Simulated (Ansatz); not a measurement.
Fluorite CaF2: LDA at its full settings (plane-wave cutoff 520 eV, 10×10×10 k mesh, Fermi–Dirac smearing 0.01 eV, scalar-relativistic PAW data made under PBE) and at cheaper ones, in a cell of 3 atoms with Γ-centred meshes.

```csv
level and setting,lattice constant a (Å),bulk modulus (GPa)
LDA (Ansatz),5.326,101
LDA (Γ point alone) (Ansatz),[?],[?]
LDA (2×2×2 k mesh) (Ansatz),5.337,101
LDA (4×4×4 k mesh) (Ansatz),5.326,101
```

Fill in the missing entries.


- LDA (Γ point alone) (Ansatz, a quantum-chemistry and plane-wave program), lattice constant a (Å): 5.077
- LDA (Γ point alone) (Ansatz), bulk modulus (GPa): 112

Largest shifts from the full settings: lattice constant a -4.68 % (LDA (Γ point alone)), against a difference of -2.56 % of the full result from the reference 5.466 Å (measured, temperature not stated, no zero-point or thermal correction; as tabulated in Råsander and Moram (2015), arXiv:1505.02379); bulk modulus +10.9 % (LDA (Γ point alone)), against a difference of +22 % of the full result from the reference 83 GPa (measured, temperature not stated, not corrected to a static lattice, sources range from 81.0 to 84.0; as tabulated in On the Morphology of Group II Metal Fluoride Nanocrystals at Finite Temperature …).

Ansatz's density-functional and Hartree–Fock values are scalar-relativistic unless marked +SOC, with PAW data made under PBE.

Run with cheap settings on purpose, which may leave them unconverged: LDA (2×2×2 k mesh), LDA (4×4×4 k mesh), LDA (Γ point alone).
